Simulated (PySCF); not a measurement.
# Fractional electron number in O⁻ (oxygen, charge -1)

The 2p beta orbital of [He] 2s2 2p5 is emptied in steps (occupation f), with all orbitals relaxed, ending at [He] 2s2 2p4. All numbers are calculated (PySCF 2.14, no relativity, point nucleus, in aug-cc-pVTZ). The exact energy is a straight line in f; departures are measured from the line between the end points of the same method.

Question: Among LDA, PBE, PBE0, r2SCAN, MN15, r2SCAN0, which shows the largest delocalisation error (convex curve), and which is closest to linear?

Answer: Most convex: LDA (-1.175 eV at f = 0.4); closest to linear: MN15 (-0.468 eV).

```tsv
f	LDA (eV)	PBE (eV)	PBE0 (eV)	r2SCAN (eV)	MN15 (eV)	r2SCAN0 (eV)
1	0.000	0.000	0.000	0.000	0.000	0.000
0.8	-0.742	-0.707	-0.435	-0.639	-0.295	-0.386
0.6	-1.145	-1.087	-0.672	-0.972	-0.459	-0.590
0.4	-1.175	-1.109	-0.687	-0.977	-0.468	-0.594
0.2	-0.801	-0.751	-0.465	-0.647	-0.312	-0.393
0	0.000	0.000	0.000	0.000	0.000	0.000
```

```csv
method,E(f=0) − E(f=1) (eV),−ε at f=1 (eV),−ε at f=0.4 (eV)
LDA,2.051,-2.449,2.887
PBE,1.764,-2.541,2.590
PBE0,1.384,-1.240,1.891
r2SCAN,1.510,-2.406,2.323
MN15,1.481,-0.269,1.844
r2SCAN0,1.238,-1.101,1.734
```

At f = 1 the orbital energy is positive for LDA, PBE, PBE0, r2SCAN, MN15, r2SCAN0: only the finite basis holds the electron.

Reference removal energy between the ground levels: 1.461 eV (measured; photodetachment measurements, as compiled on the Wikipedia data page of electron affinities). The calculation has no spin-orbit coupling.
